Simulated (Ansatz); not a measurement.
# One shape, several levels: SiH2O2 (SMILES O[Si]O)

Wanted: a comparison of 6 runs (UHF/STO-3G, B3LYP/STO-3G, r2SCAN0/STO-3G, revPBE/STO-3G, wB97X/STO-3G, CCSD/STO-3G) of SiH2O2. 

The results are computed with Ansatz 0.2.0.

47 further runs of the same task are left out: 1 that didn't finish, 46 set aside as unsound or not needed.

### Step 1. The molecule

The species is SiH2O2 (5 atoms), meant as a singlet with charge 0. SMILES: `O[Si]O`. The O3–Si2 distance was set to 4.157 Å, away from the relaxed value. At this shape a bond of the SMILES string is far longer than usual.

Bond lengths: O1–Si2 1.642 Å, O1–H4 0.964 Å, O3–H5 0.960 Å. Angles: Si2–O1–H4 117.5°.

### Step 2. The energy at UHF/STO-3G (run 1)

in.yaml

```yaml
crystal:
  periodic: [false, false, false]
  atoms:
    - {symbol: O, position_ang: [-3.315191, -1.573793, 0.473646]}
    - {symbol: Si, position_ang: [-2.083991, -2.259493, 1.316346]}
    - {symbol: O, position_ang: [1.036000, 0.187500, 0.068600]}
    - {symbol: H, position_ang: [-3.103891, -0.819293, -0.087454]}
    - {symbol: H, position_ang: [1.901100, -0.013100, 0.433400]}
basis:
  gaussian: {orbitals: STO-3G}
magnetization: {spin_polarized: true, initial_magnetization: 0}
hamiltonian: {xc: hf}
accuracy: high
```

Started as:

```
$ ansatz run in.yaml --threads 1 --pin off --max-ram 2610MiB --events-out events.jsonl --progress --plain --runs-dir runs
```

Log:

```text
Warning: RAYON_NUM_THREADS=1 ignored (pool sized by the plan → 1); use --threads N
Functional definition: HF
  name "HF"
  exchange = exact_x
  correlation = 0
341 factors; integrals over basis functions are off by at most 3.3e-8 eV
mean field evaluation 1: about -11805.9337 eV, gradient 2.3e1 eV
mean field evaluation 2: about -11805.9783 eV, gradient 2.3e1 eV
mean field evaluation 4: about -11808.3472 eV, gradient 1.6e1 eV
mean field evaluation 8: about -11810.5713 eV, gradient 3.6e0 eV
mean field evaluation 16: about -11816.6490 eV, gradient 9.6e0 eV
mean field evaluation 32: about -11815.8232 eV, gradient 1.4e1 eV
mean field evaluation 64: about -11818.2251 eV, gradient 1.2e-2 eV
mean field evaluation 96: about -11818.2050 eV, gradient 1.1e0 eV
mean field evaluation 128: about -11818.2281 eV, gradient 1.3e-2 eV
mean field evaluation 160: about -11812.8268 eV, gradient 1.3e0 eV
mean field evaluation 192: about -11811.0997 eV, gradient 5.2e0 eV
mean field evaluation 224: about -11681.6424 eV, gradient 6.3e1 eV
mean field -11818.22867270 eV, -434.3118930385 hartree, gradient 1.6e-8 eV, S^2 1.006283; 7 other end points of the search recorded, 0 dependent functions left out
reference -11818.22867270 eV, -434.3118930385 hartree; 16, 16 occupied and 5, 5 virtual orbitals, 341 factors
Total energy: -11818.22867270 eV, -434.3118930385 hartree
```

Run time: 0.77 s. Hardware: 1 thread of Arm Neoverse V2, shared host.

### Step 3. A single-point energy at B3LYP/STO-3G (run 2)

run.yaml

```yaml
crystal:
  periodic: [false, false, false]
  atoms:
    - symbol: O
      position_ang: [-3.315191, -1.573793, 0.473646]
    - symbol: Si
      position_ang: [-2.083991, -2.259493, 1.316346]
    - symbol: O
      position_ang: [1.036000, 0.187500, 0.068600]
    - symbol: H
      position_ang: [-3.103891, -0.819293, -0.087454]
    - symbol: H
      position_ang: [1.901100, -0.013100, 0.433400]
basis:
  gaussian:
    orbitals: STO-3G
hamiltonian:
  xc: {name: B3LYP}
accuracy: high
```

Started as:

```
$ ansatz run run.yaml --threads 1 --pin off --max-ram 2610MiB --events-out events.jsonl --progress --plain --runs-dir runs
```

Log:

```text
Warning: RAYON_NUM_THREADS=1 ignored (pool sized by the plan → 1); use --threads N
Functional definition: B3LYP
  name "B3LYP"
  parameter a0 = 0.2
  parameter ax = 0.72
  parameter ac = 0.81
  exchange = (1 - a0 - ax)*slater_x + ax*b88_x + a0*exact_x
  correlation = (1 - ac)*vwn_rpa_c + ac*lyp_c
341 factors; integrals over basis functions are off by at most 3.3e-8 eV
mean field evaluation 1: about -11838.3534 eV, gradient 3.3e1 eV
mean field evaluation 2: about -11493.1158 eV, gradient 1.1e2 eV
mean field evaluation 4: about -11841.9871 eV, gradient 1.3e1 eV
mean field evaluation 8: about -11841.9872 eV, gradient 1.3e1 eV
mean field evaluation 16: about -11847.9093 eV, gradient 2.3e-2 eV
mean field evaluation 32: about -11842.3830 eV, gradient 3.2e1 eV
mean field -11847.90930165 eV, -435.4026360343 hartree, gradient 2.0e-8 eV, S^2 0.000000; 4 other end points of the search recorded, 0 dependent functions left out
reference -11847.90933301 eV, -435.4026371866 hartree; 16, 16 occupied and 5, 5 virtual orbitals, 341 factors
Total energy: -11847.90933301 eV, -435.4026371866 hartree
```

Run time: 1.4 s. Hardware: 1 thread of Arm Neoverse V2, shared host; peak memory 0.096 GiB.

Run 3 isn't shown in full; the table further down has it.

### Step 4. A single-point energy at revPBE/STO-3G (run 4)

molecule.yaml

```yaml
crystal:
  periodic: [false, false, false]
  atoms:
    - {symbol: O, position_ang: [-3.315191, -1.573793, 0.473646]}
    - {symbol: Si, position_ang: [-2.083991, -2.259493, 1.316346]}
    - {symbol: O, position_ang: [1.036000, 0.187500, 0.068600]}
    - {symbol: H, position_ang: [-3.103891, -0.819293, -0.087454]}
    - {symbol: H, position_ang: [1.901100, -0.013100, 0.433400]}
basis:
  gaussian:
    orbitals: STO-3G
hamiltonian:
  xc: {name: revPBE}
accuracy: high
```

Started as:

```
$ ansatz run molecule.yaml --threads 1 --pin off --max-ram 2610MiB --events-out events.jsonl --progress --plain --runs-dir runs
```

Log:

```text
Warning: RAYON_NUM_THREADS=1 ignored (pool sized by the plan → 1); use --threads N
Functional definition: revPBE
  name "revPBE"
  parameter kappa = 1.245
  parameter beta = 0.06672455060314922
  exchange = pbe_x(kappa = kappa, mu = beta*pi^2/3)
  correlation = pbe_c(beta = beta)
341 factors; integrals over basis functions are off by at most 3.3e-8 eV
mean field evaluation 1: about -11836.0304 eV, gradient 3.1e1 eV
mean field evaluation 2: about -11487.6418 eV, gradient 1.1e2 eV
mean field evaluation 4: about -11711.5012 eV, gradient 7.2e1 eV
mean field evaluation 8: about -11845.3481 eV, gradient 1.7e1 eV
mean field evaluation 16: about -11846.2795 eV, gradient 1.1e-6 eV
mean field evaluation 32: about -11846.1265 eV, gradient 4.3e0 eV
mean field evaluation 64: about -11846.1509 eV, gradient 1.7e-1 eV
mean field -11846.27945189 eV, -435.3427401603 hartree, gradient 2.4e-8 eV, S^2 0.000000; 4 other end points of the search recorded, 0 dependent functions left out
reference -11846.27945459 eV, -435.3427402596 hartree; 16, 16 occupied and 5, 5 virtual orbitals, 341 factors
Total energy: -11846.27945459 eV, -435.3427402596 hartree
```

Wall time 3.3 s (1 thread of Arm Neoverse V2, shared host); peak memory 0.091 GiB.

Run 5 isn't shown in full; the table further down has it.

### Step 5. A single-point energy at CCSD/STO-3G (run 6)

job.yaml

```yaml
basis:
  gaussian: {orbitals: STO-3G}
crystal:
  periodic: [false, false, false]
  atoms:
    - symbol: O
      position_ang: [-3.315191, -1.573793, 0.473646]
    - symbol: Si
      position_ang: [-2.083991, -2.259493, 1.316346]
    - symbol: O
      position_ang: [1.036000, 0.187500, 0.068600]
    - symbol: H
      position_ang: [-3.103891, -0.819293, -0.087454]
    - symbol: H
      position_ang: [1.901100, -0.013100, 0.433400]
correlation: {method: ccsd, frozen_orbitals: {H: 0, O: 1, Si: 5}}
accuracy: high
scf: {omitted_lower_state_checks: [cluster_reference, increment]}
```

Started as:

```
$ ansatz run job.yaml --threads 1 --pin off --max-ram 2610MiB --events-out events.jsonl --progress --plain --runs-dir runs
```

Log:

```text
Warning: RAYON_NUM_THREADS=1 ignored (pool sized by the plan → 1); use --threads N
[... 13 lines left out ...]
7 core orbitals not correlated: weight in the atoms' cores, before any rotation towards them, 1.000 or more for the frozen orbitals, at most 0.000 for the correlated occupied ones
[... 71 lines left out ...]
WARN: these amplitudes may be one of several solutions (largest doubles amplitude 1.20, level shift 13.71 eV)
Total energy: -11820.86591378 eV, -434.4088098606 hartree
Checks for a lower state left out: cluster_reference, increment
```

Wall time 0.49 s (1 thread of Arm Neoverse V2, shared host).

### Step 6. The series

```csv
run,level,frozen core orbitals,energy (Eh),wall time
1,UHF/STO-3G,–,-434.311893,0.77 s
2,B3LYP/STO-3G,–,-435.402637,1.4 s
3,r2SCAN0/STO-3G,–,-435.307110,4.5 s
4,revPBE/STO-3G,–,-435.342740,3.3 s
5,wB97X/STO-3G,–,-435.325441,6 s
6,CCSD/STO-3G,7,-434.408810,0.49 s
```

### Step 7. Outcome

```
                                          quantity          value
                               run 6: total energy  -434.40881 Eh
run 6: correlation energy (7 core orbitals frozen)     -320.1 mEh
                              run 6: T1 diagnostic          0.117
```

What this shows: Totals of different functionals can't be ranked against each other. In run 6 the T1 diagnostic is large, so a single reference may not serve. In run 6 the log says that unrestricted orbitals would lower the reference, so the values rest on an unstable closed-shell determinant (other closed-shell runs at this shape may share the fault). In runs 1, 2, 3, 4, 5, 6 the basis is minimal, so the values are rough. In runs 2, 3, 4, 5, 6 a closed-shell determinant meets a far-stretched bond, which it describes badly. Spin contamination of the reference: run 1 ⟨S²⟩ = 1.01. Where it is this large, the reference is a mixture of spin states, and values that rest on it are in doubt. All runs together took 16 s, the longest 6 s.
